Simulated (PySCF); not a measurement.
1,3-dichlorobutane, C₄H₈Cl₂.
Atom-mapped SMILES: `[CH3:1][C@H:2]([Cl:3])[CH2:4][CH2:5][Cl:6]` (hydrogens: H7, H8, H9 on C1; H10 on C2; H11, H12 on C4; H13, H14 on C5)

Structure optimised with GFN2-xTB, isolated species.

Question: What internal coordinates does the optimisation give?

Answer: 
```tsv
bond	length (pm)
C1–C2	151.8
C2–Cl3	179.8
C2–C4	152.5
C4–C5	152.0
C5–Cl6	178.6
C1–H7, C1–H8, C1–H9	108.8
C2–H10	109.3
C4–H11	109.3
C4–H12	109.2
C5–H13	109.0
C5–H14	108.9
```

Bonds in one row agree within 1 pm and their mean is given. A selection of angles:
```tsv
angle	degrees
C2–C1–H7	110.5
C2–C1–H9	109.7
H7–C1–H8	108.6
C1–C2–Cl3	108.7
C1–C2–C4	112.4
C1–C2–H10	110.7
Cl3–C2–C4	108.8
Cl3–C2–H10	105.7
C4–C2–H10	110.2
C2–C4–C5	112.9
C2–C4–H11	109.3
C2–C4–H12	108.4
C5–C4–H11	108.4
C5–C4–H12	109.4
H11–C4–H12	108.4
C4–C5–Cl6	110.7
C4–C5–H13	111.2
C4–C5–H14	111.1
Cl6–C5–H13	106.9
Cl6–C5–H14	106.7
H13–C5–H14	110.0
```

Torsions: C1–C2–C4–C5 -174° (antiperiplanar); C2–C4–C5–Cl6 67° (synclinal).

Of the pairs four or more bonds apart, Cl3···H13 is among the closest relative to their van der Waals radii: 2.72 Å, 92 % of the sum of Bondi's values.

Point group: C1 (no symmetry element, even within 0.4 Å). No frequency check. The numbers are those of one conformer.

The numbers are calculated, not measured.
